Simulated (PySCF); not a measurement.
Gas-phase thermal properties of (CH3)2SiCl2

Energies from PySCF (xtb for GFN2), thermal terms from the rigid-rotor harmonic-oscillator model, ideal gas at 1 bar. 6-31G* has spherical d functions here. All species are closed-shell singlets. B3LYP is the form with VWN-RPA correlation. The harmonic model lacks anharmonicity and excited electronic states, which grow with temperature; levels with a mode under 35 cm⁻¹ are left out. Internal rotation in (CH3)2SiCl2 is treated as a harmonic vibration of one conformer, which makes the entropy rough.

| level | point group | σ | ZPE (kJ/mol) | S°298 (J/mol/K) | Cp298 (J/mol/K) | S°1000 (J/mol/K) | H1000 − H298 (kJ/mol) |
|---|---|---|---|---|---|---|---|
| B3LYP/6-31G* | C2v | 2 | 205.5 | 359.7 | 117.2 | 550.6 | 116.4 |
| GFN2-xTB | C2v | 2 | 201.2 | 375.5 | 119.0 | 567.4 | 117.0 |
| HF/6-31G* | C2v | 2 | 217.8 | 353.9 | 112.9 | 539.1 | 113.1 |
| PBE/def2-SVP | C2v | 2 | 197.6 | 362.9 | 120.3 | 558.4 | 119.0 |
| PBE0/def2-TZVP | C2v | 2 | 203.5 | 359.7 | 118.1 | 552.1 | 117.3 |
σ: rotational symmetry number. Electronic degeneracy used: 1. Frequencies are unscaled.
